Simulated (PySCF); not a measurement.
Predicted microwave data (CAM-B3LYP/def2-SVPD in PySCF (dipole) on a GFN2-xTB geometry, gas phase) for one isomer of C6H4O2:

```
Rotational constants : A = 5439, B = 2274, C = 1603 MHz
Dipole components    : |μa| = 0.00 D, |μb| = 0.00 D, |μc| = 0.00 D
Inertial defect      : 0.00 u·Å²
κ                    : -0.65
```

Problem. Which structure is it? (One computed conformer of each.)
A. `[CH:1]#[C:2][C:3](=[O:4])[C:5](=[CH2:6])[CH:7]=[O:8]` with C2–C3–C5–C6 0°, C3–C5–C7–O8 180°
B. `o1ccc2occc21`

Solution. B. It is c1cc2occc2o1, an asymmetric top, point group C2h. The candidates at the same level (rigid rotor, commonest isotopes):

```csv
SMILES,A (MHz),B (MHz),C (MHz),μa (D),μb (D),μc (D),Δ (u·Å²),point group,rotor
C#CC(=O)C(=C)C=O,4656,1370,1058,3.09,3.04,0.00,0.00,Cs,asymmetric top
c1cc2occc2o1,5439,2274,1603,0.00,0.00,0.00,0.00,C2h,asymmetric top
```

`C#CC(=O)C(=C)C=O` has B 40 % too low. No structure here is proved a minimum.
